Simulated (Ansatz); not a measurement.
Results of PBEsol (Ansatz, an electronic-structure program, plane waves, PAW) for fcc Al.

A relaxed, unreconstructed slab of the (211) face has 24 atoms, two equal faces of 19.744 Å² each and an energy of -12586.4431 eV. A bulk cell of 6 atoms with the same orientation and in-plane k mesh has -3147.2938 eV. Energies are extrapolated to zero smearing.

Run with plane-wave cutoff 500 eV, 8×20×1 k mesh (along the axes of the cell as run), Fermi–Dirac smearing 0.1 eV, scalar-relativistic PAW data made under PBE.

Worked out: γ = (E_slab − N E_bulk per atom)/2A = [-12586.4431 − 24 × (-3147.2938/6)]/(2 × 19.744) = 0.0692 eV/Å². With 16.022 J/m² per eV/Å² this is 1.11 J/m², or 1.37 eV per surface cell and face.
